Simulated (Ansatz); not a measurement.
Process, species as SMILES: F (HF) → HF+ (doublet, bonded as F) + e-
B3LYP-D3(BJ)/def2-TZVP geometries, fixed; electronic energies without zero-point terms.
Largest species:
```xyz
2

F      0.0000     0.0000    -0.0925
H      0.0000     0.0000     0.8321
```
Charge 0, spin multiplicity 1.

The adiabatic ionisation energy at MP2 with Ansatz (a first-principles code), in eV, split into its Hartree-Fock and correlation parts. Cores are frozen. Open shells are unrestricted. No added dispersion term, no relativity. Functions are those of the species that has most.

```json
[
 {"basis": "aug-cc-pVDZ", "X": "2", "functions": "32", "Hartree-Fock": "14.346", "MP2": "16.117"},
 {"basis": "aug-cc-pVTZ", "X": "3", "functions": "69", "Hartree-Fock": "14.254", "MP2": "16.231"},
 {"basis": "aug-cc-pVQZ", "X": "4", "functions": "126", "Hartree-Fock": "14.244", "MP2": "16.311"},
 {"basis": "aug-cc-pV5Z", "X": "5", "functions": "207", "Hartree-Fock": "14.241", "MP2": "16.342"}
]
```

Worked estimate of the basis-set limit from each neighbouring pair, with Hartree-Fock from the larger set and the correlation part extrapolated as X^-3.
Correlation parts: X = 2: 1.771, X = 3: 1.977, X = 4: 2.067, X = 5: 2.101.
- (2,3): (27·(1.977) - 8·(1.771))/19 = 2.064; with Hartree-Fock 14.254 the estimate is 16.318 eV.
- (3,4): (64·(2.067) - 27·(1.977))/37 = 2.133; with Hartree-Fock 14.244 the estimate is 16.377 eV.
- (4,5): (125·(2.101) - 64·(2.067))/61 = 2.137; with Hartree-Fock 14.241 the estimate is 16.378 eV.
The last two estimates differ by 0.001 eV; the largest set lies 0.036 from the last. Over the last step Hartree-Fock moves by -0.003 and the correlation part by 0.034.
